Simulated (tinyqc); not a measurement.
Worked calculation (part 2 of 2): ROHF in the sto-3g basis, for BH2, spin multiplicity 2. Computed by tinyqc, a small Python program that keeps every step (integrals from PySCF). Command: `OMP_NUM_THREADS=1 python tinyqc.py 30167 30168 out.jsonl` (the two numbers bound the seeds that draw the settings). One thread of a shared host (Intel(R) Xeon(R) Processor @ 2.60GHz), about 0.1 s of CPU time with the checks.

Geometry (angstrom):
```
atom         x          y         z
B     0.000000   0.000000  0.000000
H     0.000000   1.271000  0.621000
H     0.000000  -1.271000  0.621000
```

## Iteration 2: building the Fock matrix

D(alpha) after iteration 1, order 1B 1s, 1B 2s, 1B 2px, 1B 2py, 1B 2pz, 2H 1s, 3H 1s:
$$\begin{pmatrix}
1.066038 & -0.247696 & 0.000000 & 0.000000 & 0.092598 & -0.012483 & -0.012483 \\
-0.247696 & 0.966796 & 0.000000 & 0.000000 & -0.396768 & -0.059340 & -0.059340 \\
0.000000 & 0.000000 & 0.000000 & 0.000000 & 0.000000 & 0.000000 & 0.000000 \\
0.000000 & 0.000000 & 0.000000 & 0.158170 & 0.000000 & 0.210479 & -0.210479 \\
0.092598 & -0.396768 & 0.000000 & 0.000000 & 0.430634 & 0.288496 & 0.288496 \\
-0.012483 & -0.059340 & 0.000000 & 0.210479 & 0.288496 & 0.544615 & -0.015559 \\
-0.012483 & -0.059340 & 0.000000 & -0.210479 & 0.288496 & -0.015559 & 0.544615
\end{pmatrix}$$

D(beta) after iteration 1, order 1B 1s, 1B 2s, 1B 2px, 1B 2py, 1B 2pz, 2H 1s, 3H 1s:
$$\begin{pmatrix}
1.039727 & -0.137851 & 0.000000 & 0.000000 & -0.013341 & -0.079249 & -0.079249 \\
-0.137851 & 0.508208 & 0.000000 & 0.000000 & 0.045514 & 0.219399 & 0.219399 \\
0.000000 & 0.000000 & 0.000000 & 0.000000 & 0.000000 & 0.000000 & 0.000000 \\
0.000000 & 0.000000 & 0.000000 & 0.158170 & 0.000000 & 0.210479 & -0.210479 \\
-0.013341 & 0.045514 & 0.000000 & 0.000000 & 0.004077 & 0.019669 & 0.019669 \\
-0.079249 & 0.219399 & 0.000000 & 0.210479 & 0.019669 & 0.375192 & -0.184982 \\
-0.079249 & 0.219399 & 0.000000 & -0.210479 & 0.019669 & -0.184982 & 0.375192
\end{pmatrix}$$

core Hamiltonian H = T + V (hartree), order 1B 1s, 1B 2s, 1B 2px, 1B 2py, 1B 2pz, 2H 1s, 3H 1s:
$$\begin{pmatrix}
-13.069253 & -3.388832 & 0.000000 & 0.000000 & -0.011546 & -0.510572 & -0.510572 \\
-3.388832 & -4.149807 & 0.000000 & 0.000000 & -0.109509 & -1.336712 & -1.336712 \\
0.000000 & 0.000000 & -3.297001 & 0.000000 & 0.000000 & 0.000000 & 0.000000 \\
0.000000 & 0.000000 & 0.000000 & -3.436043 & 0.000000 & -1.166856 & 1.166856 \\
-0.011546 & -0.109509 & 0.000000 & 0.000000 & -3.330194 & -0.585320 & -0.585320 \\
-0.510572 & -1.336712 & 0.000000 & -1.166856 & -0.585320 & -2.534291 & -0.179132 \\
-0.510572 & -1.336712 & 0.000000 & 1.166856 & -0.585320 & -0.179132 & -2.534291
\end{pmatrix}$$

nuclear repulsion = 3.94900975 hartree

Given earlier and not repeated: Two-electron integrals (ij|kl) in chemists' order.

J_ij = sum D_kl (ij|kl) with D = D(alpha) + D(beta), K_ij = sum D_kl (ik|jl) for each spin; F = H + J - K(s); E = tr D H + tr D J / 2 - 0.5 sum_s tr D(s) K(s) + E_nn.

Coulomb J (hartree), order 1B 1s, 1B 2s, 1B 2px, 1B 2py, 1B 2pz, 2H 1s, 3H 1s:
$$\begin{pmatrix}
8.591694 & 1.755085 & 0.000000 & 0.000000 & 0.004129 & 0.260452 & 0.260452 \\
1.755085 & 3.735181 & 0.000000 & 0.000000 & 0.076706 & 1.204673 & 1.204673 \\
0.000000 & 0.000000 & 3.655933 & 0.000000 & 0.000000 & 0.000000 & 0.000000 \\
0.000000 & 0.000000 & 0.000000 & 3.817115 & 0.000000 & 1.151173 & -1.151173 \\
0.004129 & 0.076706 & 0.000000 & 0.000000 & 3.719253 & 0.571802 & 0.571802 \\
0.260452 & 1.204673 & 0.000000 & 1.151173 & 0.571802 & 2.840953 & 0.148233 \\
0.260452 & 1.204673 & 0.000000 & -1.151173 & 0.571802 & 0.148233 & 2.840953
\end{pmatrix}$$

exchange K(alpha) (hartree), order 1B 1s, 1B 2s, 1B 2px, 1B 2py, 1B 2pz, 2H 1s, 3H 1s:
$$\begin{pmatrix}
2.973720 & 0.544396 & 0.000000 & 0.000000 & 0.001918 & 0.084374 & 0.084374 \\
0.544396 & 0.702774 & 0.000000 & 0.000000 & -0.090106 & 0.294248 & 0.294248 \\
0.000000 & 0.000000 & 0.152485 & 0.000000 & 0.000000 & 0.000000 & 0.000000 \\
0.000000 & 0.000000 & 0.000000 & 0.473647 & 0.000000 & 0.293807 & -0.293807 \\
0.001918 & -0.090106 & 0.000000 & 0.000000 & 0.502828 & 0.165487 & 0.165487 \\
0.084374 & 0.294248 & 0.000000 & 0.293807 & 0.165487 & 0.635517 & 0.034861 \\
0.084374 & 0.294248 & 0.000000 & -0.293807 & 0.165487 & 0.034861 & 0.635517
\end{pmatrix}$$

exchange K(beta) (hartree), order 1B 1s, 1B 2s, 1B 2px, 1B 2py, 1B 2pz, 2H 1s, 3H 1s:
$$\begin{pmatrix}
2.947261 & 0.532370 & 0.000000 & 0.000000 & 0.000564 & 0.079754 & 0.079754 \\
0.532370 & 0.555973 & 0.000000 & 0.000000 & 0.101018 & 0.296716 & 0.296716 \\
0.000000 & 0.000000 & 0.108525 & 0.000000 & 0.000000 & 0.000000 & 0.000000 \\
0.000000 & 0.000000 & 0.000000 & 0.436351 & 0.000000 & 0.280854 & -0.280854 \\
0.000564 & 0.101018 & 0.000000 & 0.000000 & 0.135480 & 0.096847 & 0.096847 \\
0.079754 & 0.296716 & 0.000000 & 0.280854 & 0.096847 & 0.539001 & 0.012640 \\
0.079754 & 0.296716 & 0.000000 & -0.280854 & 0.096847 & 0.012640 & 0.539001
\end{pmatrix}$$

F(alpha) (hartree), order 1B 1s, 1B 2s, 1B 2px, 1B 2py, 1B 2pz, 2H 1s, 3H 1s:
$$\begin{pmatrix}
-7.451278 & -2.178142 & 0.000000 & 0.000000 & -0.009335 & -0.334494 & -0.334494 \\
-2.178142 & -1.117401 & 0.000000 & 0.000000 & 0.057303 & -0.426287 & -0.426287 \\
0.000000 & 0.000000 & 0.206447 & 0.000000 & 0.000000 & 0.000000 & 0.000000 \\
0.000000 & 0.000000 & 0.000000 & -0.092575 & 0.000000 & -0.309490 & 0.309490 \\
-0.009335 & 0.057303 & 0.000000 & 0.000000 & -0.113769 & -0.179006 & -0.179006 \\
-0.334494 & -0.426287 & 0.000000 & -0.309490 & -0.179006 & -0.328855 & -0.065760 \\
-0.334494 & -0.426287 & 0.000000 & 0.309490 & -0.179006 & -0.065760 & -0.328855
\end{pmatrix}$$

F(beta) (hartree), order 1B 1s, 1B 2s, 1B 2px, 1B 2py, 1B 2pz, 2H 1s, 3H 1s:
$$\begin{pmatrix}
-7.424820 & -2.166116 & 0.000000 & 0.000000 & -0.007980 & -0.329875 & -0.329875 \\
-2.166116 & -0.970600 & 0.000000 & 0.000000 & -0.133821 & -0.428755 & -0.428755 \\
0.000000 & 0.000000 & 0.250407 & 0.000000 & 0.000000 & 0.000000 & 0.000000 \\
0.000000 & 0.000000 & 0.000000 & -0.055280 & 0.000000 & -0.296536 & 0.296536 \\
-0.007980 & -0.133821 & 0.000000 & 0.000000 & 0.253579 & -0.110366 & -0.110366 \\
-0.329875 & -0.428755 & 0.000000 & -0.296536 & -0.110366 & -0.232339 & -0.043539 \\
-0.329875 & -0.428755 & 0.000000 & 0.296536 & -0.110366 & -0.043539 & -0.232339
\end{pmatrix}$$

total energy of this density = -25.30992708 hartree

## Iteration 2: Roothaan effective Fock matrix

overlap S, order 1B 1s, 1B 2s, 1B 2px, 1B 2py, 1B 2pz, 2H 1s, 3H 1s:
$$\begin{pmatrix}
1.000000 & 0.269328 & 0.000000 & 0.000000 & 0.000000 & 0.040066 & 0.040066 \\
0.269328 & 1.000000 & 0.000000 & 0.000000 & 0.000000 & 0.366912 & 0.366912 \\
0.000000 & 0.000000 & 1.000000 & 0.000000 & 0.000000 & 0.000000 & 0.000000 \\
0.000000 & 0.000000 & 0.000000 & 1.000000 & 0.000000 & 0.364981 & -0.364981 \\
0.000000 & 0.000000 & 0.000000 & 0.000000 & 1.000000 & 0.178327 & 0.178327 \\
0.040066 & 0.366912 & 0.000000 & 0.364981 & 0.178327 & 1.000000 & 0.045747 \\
0.040066 & 0.366912 & 0.000000 & -0.364981 & 0.178327 & 0.045747 & 1.000000
\end{pmatrix}$$

With projectors Pc = D(beta) S, Po = (D(alpha) - D(beta)) S, Pv = 1 - D(alpha) S, the block xy is Px^T F Py; with Fc = (F(alpha) + F(beta))/2, the blocks are Fc for cc, oo, vv and cv, F(beta) for co and F(alpha) for ov.

effective F (hartree), order 1B 1s, 1B 2s, 1B 2px, 1B 2py, 1B 2pz, 2H 1s, 3H 1s:
$$\begin{pmatrix}
-7.438107 & -2.171876 & 0.000000 & 0.000000 & -0.010739 & -0.333046 & -0.333046 \\
-2.171876 & -1.018489 & 0.000000 & 0.000000 & -0.061734 & -0.434708 & -0.434708 \\
0.000000 & 0.000000 & 0.228427 & 0.000000 & 0.000000 & 0.000000 & 0.000000 \\
0.000000 & 0.000000 & 0.000000 & -0.073927 & 0.000000 & -0.303013 & 0.303013 \\
-0.010739 & -0.061734 & 0.000000 & 0.000000 & 0.034631 & -0.162386 & -0.162386 \\
-0.333046 & -0.434708 & 0.000000 & -0.303013 & -0.162386 & -0.288966 & -0.063018 \\
-0.333046 & -0.434708 & 0.000000 & 0.303013 & -0.162386 & -0.063018 & -0.288966
\end{pmatrix}$$

## Iteration 2: DIIS over 2 matrices

error matrix X^T (FDS - SDF) X:
$$\begin{pmatrix}
0.000000 & -0.010768 & 0.000000 & 0.000000 & 0.012836 & 0.003514 & 0.003514 \\
0.010768 & 0.000000 & 0.000000 & 0.000000 & -0.020160 & 0.031429 & 0.031429 \\
0.000000 & 0.000000 & 0.000000 & 0.000000 & 0.000000 & 0.000000 & 0.000000 \\
0.000000 & 0.000000 & 0.000000 & 0.000000 & 0.000000 & -0.095039 & 0.095039 \\
-0.012836 & 0.020160 & 0.000000 & 0.000000 & 0.000000 & -0.061134 & -0.061134 \\
-0.003514 & -0.031429 & 0.000000 & 0.095039 & 0.061134 & 0.000000 & 0.000000 \\
-0.003514 & -0.031429 & 0.000000 & -0.095039 & 0.061134 & 0.000000 & 0.000000
\end{pmatrix}$$

B (overlaps of the stored error matrices):
$$\begin{pmatrix}
7.7723874e-01 & 3.7374400e-02 \\
3.7374400e-02 & 5.6454132e-02
\end{pmatrix}$$

Minimise |sum c_i e_i|^2 with sum c_i = 1: solve [B -1; -1 0][c; lambda] = [0; -1] with B_ij = tr e_i^T e_j, and take F = sum c_i F_i.

DIIS coefficients: [0.025140, 0.974860]

extrapolated F (hartree), order 1B 1s, 1B 2s, 1B 2px, 1B 2py, 1B 2pz, 2H 1s, 3H 1s:
$$\begin{pmatrix}
-7.427363 & -2.169627 & 0.000000 & 0.000000 & -0.010548 & -0.332914 & -0.332914 \\
-2.169627 & -1.017308 & 0.000000 & 0.000000 & -0.061369 & -0.433478 & -0.433478 \\
0.000000 & 0.000000 & 0.228161 & 0.000000 & 0.000000 & 0.000000 & 0.000000 \\
0.000000 & 0.000000 & 0.000000 & -0.069794 & 0.000000 & -0.300736 & 0.300736 \\
-0.010548 & -0.061369 & 0.000000 & 0.000000 & 0.038489 & -0.160930 & -0.160930 \\
-0.332914 & -0.433478 & 0.000000 & -0.300736 & -0.160930 & -0.286890 & -0.063196 \\
-0.332914 & -0.433478 & 0.000000 & 0.300736 & -0.160930 & -0.063196 & -0.286890
\end{pmatrix}$$

## Iteration 2: diagonalisation and new density

X, order 1B 1s, 1B 2s, 1B 2px, 1B 2py, 1B 2pz, 2H 1s, 3H 1s:
$$\begin{pmatrix}
1.031176 & -0.158229 & 0.000000 & 0.000000 & -0.008006 & 0.024122 & 0.024122 \\
-0.158229 & 1.165918 & 0.000000 & 0.000000 & 0.064613 & -0.231972 & -0.231972 \\
0.000000 & 0.000000 & 1.000000 & 0.000000 & 0.000000 & 0.000000 & 0.000000 \\
0.000000 & 0.000000 & 0.000000 & 1.131428 & 0.000000 & -0.231525 & 0.231525 \\
-0.008006 & 0.064613 & 0.000000 & 0.000000 & 1.030438 & -0.109805 & -0.109805 \\
0.024122 & -0.231972 & 0.000000 & -0.231525 & -0.109805 & 1.146931 & -0.013517 \\
0.024122 & -0.231972 & 0.000000 & 0.231525 & -0.109805 & -0.013517 & 1.146931
\end{pmatrix}$$

Diagonalise F' = X^T F X, C = X C', fill 4 alpha and 3 beta electrons from the bottom; D(s) = C_occ C_occ^T. Each column has its largest component positive (the first on a tie).

F' = X^T F X (hartree):
$$\begin{pmatrix}
-7.241928 & -1.154363 & 0.000000 & 0.000000 & -0.024398 & -0.008924 & -0.008924 \\
-1.154363 & -0.385155 & 0.000000 & 0.000000 & 0.059254 & -0.312849 & -0.312849 \\
0.000000 & 0.000000 & 0.228161 & 0.000000 & 0.000000 & 0.000000 & 0.000000 \\
0.000000 & 0.000000 & 0.000000 & 0.201789 & 0.000000 & -0.348713 & 0.348713 \\
-0.024398 & 0.059254 & 0.000000 & 0.000000 & 0.105915 & -0.177557 & -0.177557 \\
-0.008924 & -0.312849 & 0.000000 & -0.348713 & -0.177557 & -0.005221 & -0.019702 \\
-0.008924 & -0.312849 & 0.000000 & 0.348713 & -0.177557 & -0.019702 & -0.005221
\end{pmatrix}$$

orbital energies (hartree): MO1 -7.432048, MO2 -0.572904, MO3 -0.393834, MO4 -0.023660, MO5 0.228161, MO6 0.482522, MO7 0.610104

coefficients C, order 1B 1s, 1B 2s, 1B 2px, 1B 2py, 1B 2pz, 2H 1s, 3H 1s:
$$\begin{pmatrix}
0.992115 & -0.223290 & 0.000000 & 0.152524 & 0.000000 & -0.179368 & 0.000000 \\
0.029532 & 0.654538 & 0.000000 & -0.607591 & 0.000000 & 0.835309 & 0.000000 \\
0.000000 & 0.000000 & 0.000000 & 0.000000 & 1.000000 & 0.000000 & 0.000000 \\
0.000000 & 0.000000 & 0.469358 & 0.000000 & 0.000000 & 0.000000 & 1.080297 \\
0.003179 & 0.126994 & 0.000000 & 0.770417 & 0.000000 & 0.693164 & 0.000000 \\
-0.004927 & 0.338890 & 0.484385 & 0.266602 & 0.000000 & -0.723061 & -0.701637 \\
-0.004927 & 0.338890 & -0.484385 & 0.266602 & 0.000000 & -0.723061 & 0.701637
\end{pmatrix}$$

D(alpha) after iteration 2, order 1B 1s, 1B 2s, 1B 2px, 1B 2py, 1B 2pz, 2H 1s, 3H 1s:
$$\begin{pmatrix}
1.057415 & -0.209525 & 0.000000 & 0.000000 & 0.092305 & -0.039895 & -0.039895 \\
-0.209525 & 0.798459 & 0.000000 & 0.000000 & -0.384882 & 0.059686 & 0.059686 \\
0.000000 & 0.000000 & 0.000000 & 0.000000 & 0.000000 & 0.000000 & 0.000000 \\
0.000000 & 0.000000 & 0.000000 & 0.220297 & 0.000000 & 0.227350 & -0.227350 \\
0.092305 & -0.384882 & 0.000000 & 0.000000 & 0.609680 & 0.248416 & 0.248416 \\
-0.039895 & 0.059686 & 0.000000 & 0.227350 & 0.248416 & 0.420576 & -0.048681 \\
-0.039895 & 0.059686 & 0.000000 & -0.227350 & 0.248416 & -0.048681 & 0.420576
\end{pmatrix}$$

D(beta) after iteration 2, order 1B 1s, 1B 2s, 1B 2px, 1B 2py, 1B 2pz, 2H 1s, 3H 1s:
$$\begin{pmatrix}
1.034151 & -0.116853 & 0.000000 & 0.000000 & -0.025202 & -0.080559 & -0.080559 \\
-0.116853 & 0.429292 & 0.000000 & 0.000000 & 0.083216 & 0.221671 & 0.221671 \\
0.000000 & 0.000000 & 0.000000 & 0.000000 & 0.000000 & 0.000000 & 0.000000 \\
0.000000 & 0.000000 & 0.000000 & 0.220297 & 0.000000 & 0.227350 & -0.227350 \\
-0.025202 & 0.083216 & 0.000000 & 0.000000 & 0.016138 & 0.043021 & 0.043021 \\
-0.080559 & 0.221671 & 0.000000 & 0.227350 & 0.043021 & 0.349499 & -0.119758 \\
-0.080559 & 0.221671 & 0.000000 & -0.227350 & 0.043021 & -0.119758 & 0.349499
\end{pmatrix}$$

## Iteration 9 (converged): orbitals

converged F (hartree), order 1B 1s, 1B 2s, 1B 2px, 1B 2py, 1B 2pz, 2H 1s, 3H 1s:
$$\begin{pmatrix}
-7.372973 & -2.160454 & 0.000000 & 0.000000 & -0.010142 & -0.332049 & -0.332049 \\
-2.160454 & -0.952923 & 0.000000 & 0.000000 & -0.078491 & -0.424602 & -0.424602 \\
0.000000 & 0.000000 & 0.267254 & 0.000000 & 0.000000 & 0.000000 & 0.000000 \\
0.000000 & 0.000000 & 0.000000 & -0.077302 & 0.000000 & -0.306862 & 0.306862 \\
-0.010142 & -0.078491 & 0.000000 & 0.000000 & 0.022548 & -0.169006 & -0.169006 \\
-0.332049 & -0.424602 & 0.000000 & -0.306862 & -0.169006 & -0.281143 & -0.066280 \\
-0.332049 & -0.424602 & 0.000000 & 0.306862 & -0.169006 & -0.066280 & -0.281143
\end{pmatrix}$$

As before.

F' = X^T F X (hartree):
$$\begin{pmatrix}
-7.185566 & -1.162842 & 0.000000 & 0.000000 & -0.021809 & -0.008316 & -0.008316 \\
-1.162842 & -0.311014 & 0.000000 & 0.000000 & 0.043830 & -0.316489 & -0.316489 \\
0.000000 & 0.000000 & 0.267254 & 0.000000 & 0.000000 & 0.000000 & 0.000000 \\
0.000000 & 0.000000 & 0.000000 & 0.199543 & 0.000000 & -0.357819 & 0.357819 \\
-0.021809 & 0.043830 & 0.000000 & 0.000000 & 0.090435 & -0.181341 & -0.181341 \\
-0.008316 & -0.316489 & 0.000000 & -0.357819 & -0.181341 & 0.005042 & -0.027109 \\
-0.008316 & -0.316489 & 0.000000 & 0.357819 & -0.181341 & -0.027109 & 0.005042
\end{pmatrix}$$

orbital energies (hartree): MO1 -7.377944, MO2 -0.544620, MO3 -0.397060, MO4 -0.004371, MO5 0.267254, MO6 0.498724, MO7 0.628755

coefficients C, order 1B 1s, 1B 2s, 1B 2px, 1B 2py, 1B 2pz, 2H 1s, 3H 1s:
$$\begin{pmatrix}
0.991880 & -0.209841 & 0.000000 & 0.157628 & 0.000000 & -0.192047 & 0.000000 \\
0.030356 & 0.597511 & 0.000000 & -0.603080 & 0.000000 & 0.880087 & 0.000000 \\
0.000000 & 0.000000 & 0.000000 & 0.000000 & 1.000000 & 0.000000 & 0.000000 \\
0.000000 & 0.000000 & 0.482159 & 0.000000 & 0.000000 & 0.000000 & 1.074645 \\
0.003231 & 0.172035 & 0.000000 & 0.798243 & 0.000000 & 0.650660 & 0.000000 \\
-0.005000 & 0.367264 & 0.476015 & 0.199806 & 0.000000 & -0.730708 & -0.707342 \\
-0.005000 & 0.367264 & -0.476015 & 0.199806 & 0.000000 & -0.730708 & 0.707342
\end{pmatrix}$$

D(alpha) after iteration 9, order 1B 1s, 1B 2s, 1B 2px, 1B 2py, 1B 2pz, 2H 1s, 3H 1s:
$$\begin{pmatrix}
1.052706 & -0.190335 & 0.000000 & 0.000000 & 0.092930 & -0.050532 & -0.050532 \\
-0.190335 & 0.721646 & 0.000000 & 0.000000 & -0.378513 & 0.098793 & 0.098793 \\
0.000000 & 0.000000 & 0.000000 & 0.000000 & 0.000000 & 0.000000 & 0.000000 \\
0.000000 & 0.000000 & 0.000000 & 0.232477 & 0.000000 & 0.229515 & -0.229515 \\
0.092930 & -0.378513 & 0.000000 & 0.000000 & 0.666798 & 0.222659 & 0.222659 \\
-0.050532 & 0.098793 & 0.000000 & 0.229515 & 0.222659 & 0.401420 & -0.051760 \\
-0.050532 & 0.098793 & 0.000000 & -0.229515 & 0.222659 & -0.051760 & 0.401420
\end{pmatrix}$$

D(beta) after iteration 9, order 1B 1s, 1B 2s, 1B 2px, 1B 2py, 1B 2pz, 2H 1s, 3H 1s:
$$\begin{pmatrix}
1.027859 & -0.095272 & 0.000000 & 0.000000 & -0.032895 & -0.082027 & -0.082027 \\
-0.095272 & 0.357940 & 0.000000 & 0.000000 & 0.102891 & 0.219292 & 0.219292 \\
0.000000 & 0.000000 & 0.000000 & 0.000000 & 0.000000 & 0.000000 & 0.000000 \\
0.000000 & 0.000000 & 0.000000 & 0.232477 & 0.000000 & 0.229515 & -0.229515 \\
-0.032895 & 0.102891 & 0.000000 & 0.000000 & 0.029606 & 0.063166 & 0.063166 \\
-0.082027 & 0.219292 & 0.000000 & 0.229515 & 0.063166 & 0.361498 & -0.091683 \\
-0.082027 & 0.219292 & 0.000000 & -0.229515 & 0.063166 & -0.091683 & 0.361498
\end{pmatrix}$$

## Convergence

Stop when the energy changes by less than 1e-10 hartree and every element of the error matrix X^T (F D S - S D F) X is below 3e-06.

Course of the cycle:
```
iteration   E (hartree)     change  largest element of the error matrix
1          -25.19869107          -                             4.13e-01
2          -25.30992708  -1.11e-01                             9.50e-02
3          -25.34553969  -3.56e-02                             2.76e-02
4          -25.34960262  -4.06e-03                             3.55e-03
5          -25.34964852  -4.59e-05                             7.11e-04
6          -25.34965093  -2.40e-06                             9.72e-05
7          -25.34965097  -4.16e-08                             9.75e-06
8          -25.34965097  -7.40e-10                             2.19e-07
9          -25.34965097  -4.01e-13                             5.39e-08
```

PySCF ROHF in the same basis = -25.34965097 hartree

Converged in 9 iterations.

## Populations, bond orders and dipole

Mulliken: Z minus the diagonal of D S on the atom; Loewdin: the same with S^(1/2) D S^(1/2); Mayer order: 2 sum_s sum (D(s) S)_ij (D(s) S)_ji over the two atoms.

Charges (e):
```
atom   Mulliken    Loewdin  Mulliken spin
1B     0.172523   0.161454       0.945520
2H    -0.086262  -0.080727       0.027240
3H    -0.086262  -0.080727       0.027240
```

Mayer bond orders:
```
pair     order
2-1   0.978145
3-1   0.978145
3-2   0.013672
```

dipole moment about the origin, x y z (debye): [0.000000, 0.000000, -0.220593]
